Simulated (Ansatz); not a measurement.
Level of theory: Ansatz (a quantum-chemistry and plane-wave program) with frozen-core CCSD(T)/def2-TZVPP // TPSSh-D3(BJ)/def2-TZVP.

Ansatz 0.2 input:
```yaml
crystal:
  periodic: [false, false, false]
  atoms:
    - { symbol: C, position_ang: [0.7729, -0.359985, 0.163697] }
    - { symbol: C, position_ang: [-0.071135, 0.86223, -0.072267] }
    - { symbol: C, position_ang: [-0.702423, -0.502695, -0.091082] }
    - { symbol: H, position_ang: [1.135242, -0.541435, 1.167742] }
    - { symbol: H, position_ang: [1.455743, -0.664993, -0.619262] }
    - { symbol: H, position_ang: [0.041251, 1.383325, -1.014687] }
    - { symbol: H, position_ang: [-0.279379, 1.506966, 0.772289] }
    - { symbol: H, position_ang: [-1.016832, -0.904205, -1.046205] }
    - { symbol: H, position_ang: [-1.337334, -0.780554, 0.740788] }
basis:
  gaussian: { orbitals: def2-TZVPP }
correlation:
  method: ccsd_t
```

Output:

```
Functional definition: HF
1023 factors; integrals over basis functions are off by at most 1.2e-3 eV
mean field evaluation 1: about -3184.0596 eV, gradient 3.1e1 eV
mean field evaluation 2: about -3184.0632 eV, gradient 3.1e1 eV
mean field evaluation 4: about -3186.5406 eV, gradient 3.0e0 eV
mean field evaluation 8: about -3186.5691 eV, gradient 2.4e-4 eV
mean field evaluation 16: about -3186.5687 eV, gradient 2.7e-1 eV
mean field -3186.56911864 eV, -117.1042551760 hartree, gradient 3.8e-6 eV, S^2 0.000000; 0 other end points of the search recorded, 0 dependent functions left out
3 core orbitals not correlated
reference -3186.56911864 eV, -117.1042551760 hartree; 9, 9 occupied and 165, 165 virtual orbitals, 1023 factors
second order -14.03392156 eV of doubles, -0.00000000 eV of singles
cycle   1  -14.48809382 eV  change   -4.5e-1 eV  update   6.7e-2
cycle   2  -14.82840395 eV  change   -3.4e-1 eV  update   1.9e-2
cycle   3  -14.86886622 eV  change   -4.0e-2 eV  update   6.3e-3
cycle   4  -14.86909466 eV  change   -2.3e-4 eV  update   1.4e-3
cycle   5  -14.86970147 eV  change   -6.1e-4 eV  update   3.6e-4
cycle   6  -14.86977473 eV  change   -7.3e-5 eV  update   9.4e-5
cycle   7  -14.86977055 eV  change    4.2e-6 eV  update   2.3e-5
cycle   8  -14.86977946 eV  change   -8.9e-6 eV  update   6.7e-6
perturbative correction -0.59646624 eV, -0.0219197301 hartree
Total energy: -3202.03536434 eV, -117.6726292221 hartree
```

Cost: around 40 core-seconds (rough).
